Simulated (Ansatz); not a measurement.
Dissociation curve of BeH, doublet.

- ROHF/cc-pVDZ (Ansatz, a quantum-chemistry and plane-wave program)
- FCI = full CI/cc-pVDZ, frozen core (Ansatz)

Energies relative to the lowest point of each curve near equilibrium, in eV:

| R / Å | ROHF |
|---|---|
| 1.23 | 0.129 |
| 1.28 | 0.040 |
| 1.57 | 0.274 |
| 1.83 | 0.972 |
| 2.07 | 1.707 |
| 2.22 | 2.217 |
| 2.47 | 2.218 |
| 2.73 | 2.188 |
| 3.71 | 2.126 |
| 4.08 | 2.121 |
| 4.73 | 2.118 |
| 5.37 | 2.117 |

Q: Predict the corresponding FCI column.

A: 1.23: 0.140; 1.28: 0.049; 1.57: 0.227; 1.83: 0.805; 2.07: 1.336; 2.22: 1.594; 2.47: 1.856; 2.73: 1.956; 3.71: 1.973; 4.08: 1.971; 4.73: 1.970; 5.37: 1.970 (eV).
